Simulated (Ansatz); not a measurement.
Seven cases of bond dissociation energy with Al to Br (electronic energies, kcal/mol); geometries: B3LYP-D3(BJ)/def2-TZVP. The cases were drawn at random from those of this class that have a high level and all functionals, leaving out states under which another spin lies or may lie. Left out are anions, K, Ca, elements past Kr, ionisation of Li, Na and Mg, pi-pi* triplets of linear molecules and other triplets made from a closed-shell parent. Runs that doubt their state, and full CI more than 15 mEh from coupled cluster, are set aside; a case stays where another high level and all functionals remain. AFQMC serves as high level only in triple zeta or larger, with a steady walk, a bar under 0.8 kcal/mol and agreement with other high levels or trials where they ran; where none ran, an unstable determinant or (outside 3d species) a high T1 diagnostic also bars it, so strongly correlated cases are thinned. No case was kept or dropped by the size of a functional's miss. High levels with a bar over 0.5 kcal/mol are left out too, and the seventh case lies inside the range of the six. Affinities count positive where energy is released, gaps as the second state minus the first. PBE is by Ansatz (a first-principles code) in def2-TZVPD. High levels (Ansatz): P = CCSD(T)/CBS(cc-pV(Q+d)Z,cc-pV(5+d)Z) + [CCSDT(Q) - CCSD(T)]/cc-pV(D+d)Z + core + X2C; Q = CCSD(T)/CBS(cc-pV(Q+d)Z,cc-pV(5+d)Z) + [CCSDT(Q) - CCSD(T)]/cc-pV(T+d)Z + [CCSDTQ - CCSDT(Q)]/cc-pV(D+d)Z + core + X2C; R = CCSD(T)/CBS(cc-pV(Q+d)Z,cc-pV(5+d)Z) + [CCSDT(Q) - CCSD(T)]/cc-pV(T+d)Z + core + X2C; S = CCSD(T)/CBS(cc-pV(T+d)Z,cc-pV(Q+d)Z) + [CCSDT(Q) - CCSD(T)]/cc-pV(D+d)Z + core + X2C. Open shells are spin-unrestricted; no spin-orbit coupling. CBS(X,Y): correlation extrapolated as X^-3, Hartree-Fock from the larger set (Q,5: extrapolated as (X+1)exp(-9√X)). A bracket is a step between two methods taken in the basis named. The functionals are non-relativistic, so their misses hold any scalar relativity. '+ core + X2C': CCSD(T) terms for core correlation (cc-pwCVTZ, 1s frozen past Ne) and scalar relativity (cc-pVTZ-DK). For partners of very few electrons the exact lower level stands in for a higher one. The UHF reference of C2H ([C]#C, doublet) is spin-contaminated (<S^2> up to 0.36 over the pure value in the sets run).

```csv
case,PBE,level,high level
"AlCl3 (SMILES [Cl][Al]([Cl])[Cl]) → AlCl2 (SMILES [Cl][Al][Cl], doublet) + Cl (doublet)",112.0,P,118.4
"CH2Cl2 (SMILES ClCCl) → CH2Cl (SMILES [CH2]Cl, doublet) + Cl (doublet)",83.0,P,82.9
"C3H4S (SMILES SCC#C) → C2H (SMILES [C]#C, doublet) + CH3S (SMILES [CH2]S, doublet)",120.3,S,121.1
"C3H7Cl (1-chloropropane, SMILES CCCCl) → C2H4Cl (SMILES [CH2]CCl, doublet) + CH3 (SMILES [CH3], doublet)",92.3,S,96.5
"H4SiO (SMILES O[SiH3]) → H3SiO (SMILES O[SiH2], doublet) + H (doublet)",90.4,R,97.7
"CH4S (methanethiol, SMILES SC) → CH3 (SMILES [CH3], doublet) + HS (SMILES [SH], doublet)",80.4,P,79.9
"BH3S (SMILES BS) → BH2 (SMILES [BH2], doublet) + HS (SMILES [SH], doublet)",119.4,Q,withheld
```

Task: Fit a straight line from PBE to the high level over the first six rows by least squares, predict the seventh, and compare with the calculation.

Result: Means: PBE 96.40, high level 99.42. Sxx = 1302.94, Sxy = 1370.22, slope 1.0516, intercept -1.96 kcal/mol; residual standard deviation 3.7 kcal/mol. Seventh row: 1.0516·(119.4) -1.96 = 123.6 kcal/mol. The calculation gave 118.8 kcal/mol: the line differs from it by +4.8, PBE itself by +0.6.
